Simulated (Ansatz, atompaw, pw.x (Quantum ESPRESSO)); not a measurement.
What a changed setting does to a pw.x run (diamond Sn)

Potential: PAW, atompaw 4.2.0.5, PBE; core [Kr] 4d10, reference 5s1.75 5p2.25; waves: 5s (bound): rc 2.40 bohr; 5s channel at -0.3 Ry: rc 2.40 bohr; 5p (bound): rc 2.90 bohr; 5p channel at 0.15 Ry: rc 2.90 bohr; 5d channel at 0.06 Ry: rc 2.85 bohr; 5d channel at 2.9 Ry: rc 2.90 bohr; local part: bessel scheme, radius 2.00 bohr; core correction: smooth core density matched at 1.50 bohr; augmentation: sinc compensation charge, radius 2.75 bohr; PAW radius 2.90 bohr; waves and projectors: custom rrkj vanderbiltortho.

The reference run (k-mesh 8³, cutoffs 40/400 Ry, Fermi–Dirac 0.01 Ry, mixing_beta 0.4, conv_thr 1e-9, no spin) gives 0.53 GPa at 36.775 Å³/atom, where all-electron LAPW gives 0.16 GPa. This run, with its own iteration cap, changes degauss to 0.005.

```
&control
  calculation='scf', prefix='x', pseudo_dir='./', outdir='./tmp', tstress=.true., disk_io='none'
/
&system
  ibrav=0, nat=2, ntyp=1, ecutwfc=40, ecutrho=400, nbnd=11,
  occupations='smearing', smearing='fd', degauss=0.005
/
&electrons
  conv_thr=1e-09, mixing_beta=0.4, electron_maxstep=50
/
ATOMIC_SPECIES
Sn 1.0 Sn.UPF
CELL_PARAMETERS angstrom
  0.00000000 3.32545361 3.32545361
  3.32545361 0.00000000 3.32545361
  3.32545361 3.32545361 0.00000000
ATOMIC_POSITIONS crystal
Sn 0.0000 0.0000 0.0000
Sn 0.2500 0.2500 0.2500
K_POINTS automatic
8 8 8 0 0 0
```

```bash
pw.x < Sn.scf.in > Sn.scf.out
```

Problem. How does the run end?

Solution. It converges in 8 iterations; the free energy moves by +3.7 meV/atom and the pressure by -0.05 GPa. In a metal, with Fermi–Dirac smearing, F lies below its zero-width value by a term in the square of the width.

```
Message from routine setup:
     using ibrav=0 with symmetry is DISCOURAGED, use correct ibrav instead
     lattice parameter (alat)  =       8.8872  a.u.
     unit-cell volume          =     496.3400 (a.u.)^3
     number of electrons       =         8.00
     number of Kohn-Sham states=           11
     kinetic-energy cutoff     =      40.0000  Ry
     charge density cutoff     =     400.0000  Ry
     scf convergence threshold =      1.0E-09
     Exchange-correlation= SLA PW PBX PBC
     number of k points=    29  Fermi-Dirac smearing, width (Ry)=  0.0050
     iteration #  1     ecut=    40.00 Ry     beta= 0.40
     total energy              =    -667.80367923 Ry
     estimated scf accuracy    <       0.02586135 Ry
     iteration #  2     ecut=    40.00 Ry     beta= 0.40
     total energy              =    -667.80157294 Ry
     estimated scf accuracy    <       0.00795386 Ry
     iteration #  3     ecut=    40.00 Ry     beta= 0.40
     total energy              =    -667.80185857 Ry
     estimated scf accuracy    <       0.00001503 Ry
     [... 2 iterations left out ...]
     iteration #  6     ecut=    40.00 Ry     beta= 0.40
     total energy              =    -667.80187001 Ry
     estimated scf accuracy    <          4.8E-09 Ry
     iteration #  7     ecut=    40.00 Ry     beta= 0.40
     total energy              =    -667.80187002 Ry
     estimated scf accuracy    <          1.4E-09 Ry
     iteration #  8     ecut=    40.00 Ry     beta= 0.40
     the Fermi energy is     3.5928 ev
!    total energy              =    -667.80187002 Ry
     estimated scf accuracy    <          5.1E-11 Ry
     smearing contrib. (-TS)   =      -0.00040925 Ry
     The total energy is F=E-TS. E is the sum of the following terms:
     one-electron contribution =       4.61152876 Ry
     hartree contribution      =       1.09048054 Ry
     xc contribution           =     -39.52890615 Ry
     ewald contribution        =     -13.71516117 Ry
     one-center paw contrib.   =    -620.25940274 Ry
     convergence has been achieved in   8 iterations
          total   stress  (Ry/bohr**3)                   (kbar)     P=        4.76
     Message from routine punch:
     Nothing written, as per user request (disk_io='none')
```

The run took about 15 s on one core of a shared host (Intel(R) Xeon(R) 6975P-C, 192 threads, 756 GiB, load 76).
